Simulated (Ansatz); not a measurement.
Geometry optimisation, UKS revPBE-D4/def2-SVP (Ansatz 0.2.0).

Input file:

```yaml
crystal:
  periodic: [false, false, false]
  atoms:
    - { symbol: B, position_ang: [-0.066745, -0.050776, -0.013249] }
    - { symbol: F, position_ang: [-0.404889, -0.669994, 1.117611] }
    - { symbol: H, position_ang: [1.114112, 0.183955, -0.211319] }
    - { symbol: H, position_ang: [-0.97166, 0.226567, -0.78613] }
    - { symbol: O, position_ang: [0.208398, 0.141835, 3.3355] }
    - { symbol: H, position_ang: [-0.393617, -0.632686, 3.474687] }
magnetization:
  spin_polarized: true
  initial_magnetization: 1
basis:
  gaussian: { orbitals: def2-SVP }
hamiltonian:
  xc: revpbe
  dispersion: d4
relax:
  f_tol: 0.03
  max_steps: 50
output:
  orbitals: {}
```

Command:

```bash
$ ansatz run input.yaml --threads 1 --pin off --max-ram 2048MiB --backend cpu --events-out ev --progress --plain --runs-dir out
```

Question: Where does it end, and by what steps?

Answer: The run converged. After 18 steps the energy has fallen by 2.553 eV; O5 moved furthest, 1.18 Å. Joined: B1–O5 (3.37 → 1.39 Å).

```csv
step,energy less start (eV),largest force component (eV/Å),accepted
0,0.0000,0.203,yes
1,-0.0143,0.768,yes
2,-0.0314,0.415,yes
3,-0.0437,0.302,yes
4,-0.0641,0.759,yes
5,-0.1085,0.480,yes
6,-0.1501,0.452,yes
7,-0.1879,0.905,yes
8,-0.2778,1.078,yes
9,-0.4992,1.663,yes
10,-1.0814,2.601,yes
11,-2.0057,2.708,yes
12,-1.2713,12.401,no
13,-2.3770,1.155,yes
14,-2.4750,0.719,yes
15,-2.5470,0.397,yes
16,-2.5513,0.099,yes
17,-2.5524,0.086,yes
18,-2.5529,0.009,yes
```

```xyz
6
Properties=species:S:1:pos:R:3
B -0.084 -0.182 0.904
F -0.438 -1.489 0.702
H 0.915 0.227 0.176
H -0.632 0.661 0.078
O -0.021 0.331 2.198
H -0.255 -0.349 2.859
```

Whether the end is a true minimum wasn't checked by a vibrational analysis.

The run took 25 s on 1 thread of Intel(R) Xeon(R) 6975P-C (Granite Rapids) (shared host), peak memory 0.16 GiB.
